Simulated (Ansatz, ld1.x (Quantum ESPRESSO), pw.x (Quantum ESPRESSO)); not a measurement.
# From atom to crystal: TM potential for Ti (Z = 22)

ld1.x (Quantum ESPRESSO) 7.5 input, shortened:

```
&input
   title='Ti', zed=22., rel=1, dft='PW', iswitch=3,
   config='[Ar] 3d2 4s2 4p0'
 /
 &inputp
   pseudotype=2, tm=.true., lloc=0,
   nlcc=.true., new_core_ps=.true.
 /
3
4P  2  1   0.00   0.00  3.55  3.55  0.0
3D  3  2   2.00   0.00  2.10  2.10  0.0
4S  1  0   2.00   0.00  2.15  2.15  0.0
 &test
   configts(1)='3d2 4s2 4p0'
 /
```

Atomic tests: cutoffs needed: 50 Ry and 60 Ry (the cutoffs (Ry, on a coarse ladder) from which the occupation-weighted sum of valence levels, in a spherical-Bessel basis at the reference potential, stays within 10 and 1 mRy of its value at 400 Ry); ghost test: no extra level below or beside the all-electron valence levels (p, d, s, f tested) (spherical-Bessel basis up to 400 Ry, 20 bohr box); largest excitation error: -547 meV (all-electron minus pseudo) for 3d1 4s0 4p0, out of 7 test configurations.

Crystal test: bcc Ti in pw.x 7.5, no spin, 15³ k-points, Fermi–Dirac smearing 0.01 Ry, cutoffs 75/300 Ry. The reference is all-electron LAPW (Ansatz 0.2.0) with the same functional, mesh and smearing; V0 and B0 come from Birch–Murnaghan fits to the pressures at five volumes. Errors are pseudo minus all-electron; Δ is the rms difference of the E(V) curves that follow from these fits, minima aligned, over ±6 % about the mean V0. Mesh and smearing are coarse, so the numbers serve the comparison and aren't converged zero-temperature values; the lattice is a test structure that the element need not adopt.

All-electron: a0 = 3.173 Å (V0 = 15.97 Å³/atom), B0 = 117.6 GPa.

Question: How far does the potential miss the all-electron equation of state?

Answer: mean pressure error (GPa): +8.55. The pressure does not cross zero within the volumes sampled, so no fit is given. The largest radius (3.55 bohr) exceeds half the bond length (2.59 bohr), so the spheres overlap, which is one possible source of error among others. This is a poor potential for the solid.

```
V (Å³/atom)  P all-electron (GPa)  P pseudo (GPa)
     15.124                  6.96           17.20
     15.522                  3.47           12.78
     15.920                  0.34            8.80
     16.318                 -2.48            5.24
     16.716                 -5.00            2.04
```

Question: At the middle volume, how do free energy and pressure move when the wave cutoff is lowered (ecutrho kept at four times it)?

Answer:

| cutoff (Ry) | shift of F (meV/atom) | shift of P (GPa) |
| --- | --- | --- |
| 34 | +2061.4 | -82.52 |
| 45 | +198.4 | -13.66 |
| 60 | +3.0 | -0.34 |

Input at the middle volume:

```
&control
  calculation='scf', prefix='x', pseudo_dir='./', outdir='./tmp', tstress=.true., disk_io='none'
/
&system
  ibrav=0, nat=1, ntyp=1, ecutwfc=75, ecutrho=300, nbnd=9,
  occupations='smearing', smearing='fd', degauss=0.01
/
&electrons
  conv_thr=1e-09, mixing_beta=0.4, electron_maxstep=70
/
ATOMIC_SPECIES
Ti 1.0 Ti.UPF
CELL_PARAMETERS angstrom
  -1.58475096 1.58475096 1.58475096
  1.58475096 -1.58475096 1.58475096
  1.58475096 1.58475096 -1.58475096
ATOMIC_POSITIONS crystal
Ti 0.0000 0.0000 0.0000
K_POINTS automatic
15 15 15 0 0 0
```

```bash
pw.x < Ti.scf.in > Ti.scf.out
```

Lines of the output:

```
Message from routine setup:
     using ibrav=0 with symmetry is DISCOURAGED, use correct ibrav instead
     lattice parameter (alat)  =       5.1871  a.u.
     unit-cell volume          =     107.4335 (a.u.)^3
     number of electrons       =         4.00
     number of Kohn-Sham states=            9
     kinetic-energy cutoff     =      75.0000  Ry
     charge density cutoff     =     300.0000  Ry
     scf convergence threshold =      1.0E-09
     Exchange-correlation= PW
     number of k points=   120  Fermi-Dirac smearing, width (Ry)=  0.0100
     iteration #  1     ecut=    75.00 Ry     beta= 0.40
     total energy              =     -17.27015600 Ry
     estimated scf accuracy    <       0.01296768 Ry
     iteration #  2     ecut=    75.00 Ry     beta= 0.40
     total energy              =     -17.27142601 Ry
     estimated scf accuracy    <       0.00068173 Ry
     iteration #  3     ecut=    75.00 Ry     beta= 0.40
     total energy              =     -17.27154266 Ry
     estimated scf accuracy    <       0.00004328 Ry
     iteration #  4     ecut=    75.00 Ry     beta= 0.40
     total energy              =     -17.27154480 Ry
     estimated scf accuracy    <       0.00000079 Ry
     iteration #  5     ecut=    75.00 Ry     beta= 0.40
     total energy              =     -17.27154506 Ry
     estimated scf accuracy    <          3.1E-09 Ry
     iteration #  6     ecut=    75.00 Ry     beta= 0.40
     total energy              =     -17.27154506 Ry
     estimated scf accuracy    <          3.3E-09 Ry
     iteration #  7     ecut=    75.00 Ry     beta= 0.40
     the Fermi energy is     8.7756 ev
!    total energy              =     -17.27154506 Ry
     estimated scf accuracy    <          4.2E-11 Ry
     smearing contrib. (-TS)   =      -0.00935723 Ry
     The total energy is F=E-TS. E is the sum of the following terms:
     one-electron contribution =       6.03965083 Ry
     hartree contribution      =       0.23441125 Ry
     xc contribution           =     -13.81459922 Ry
     ewald contribution        =      -9.72165068 Ry
     convergence has been achieved in   7 iterations
          total   stress  (Ry/bohr**3)                   (kbar)     P=       88.05
     Message from routine punch:
     Nothing written, as per user request (disk_io='none')
```

The run at the middle volume (120 k-points, 7 iterations) took about 11 s on one core of a shared host (Neoverse-V2, 96 threads, 742 GiB, load 40).
